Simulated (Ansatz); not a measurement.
Calculated with Ansatz (gas phase, PBE0-D4/def2-TZVP geometries, no zero-point term in ΔE). CCSD(T)/CBS adds triple-zeta CCSD(T) − MP2 to the extrapolated MP2 energy (def2 sets, frozen cores). This one scheme is used for every species. Double bonds are as drawn, so ΔE can hold a change between cis and trans. Functionals use def2-TZVPP. B3LYP here is the variant with VWN-RPA as its local correlation; programs differ in this. Each species was taken in one conformer, which may not be the lowest.

`F/C=C\CF` + `C=N` → `C=N/C=C/CF` + H–F  (substitution at a C–F bond)

```tsv
level	ΔE (eV)
B3LYP-D4	-0.48
B3LYP	-0.41
MP2/def2-QZVPP	-0.66
MP2/CBS(def2)	-0.68
```

(1) What does CCSD(T)/CBS give? (Best estimate.)

Largest T1 diagnostic among the species: 0.012.

Answers

(1) Ansatz gave: -0.55 eV. The listed levels differ from it by 0.07, 0.14, -0.11, -0.13 eV.

In def2-TZVPP, CCSD(T) changes the Hartree–Fock value by −0.18 eV (the triples alone add −0.04 eV) and MP2 by −0.30 eV. The D4 term adds −0.07 eV with B3LYP and −0.04 eV with PBE0; it sums over pairs of atoms, weighted by their polarisabilities, and B3LYP, whose exchange is more repulsive, gets the larger term.
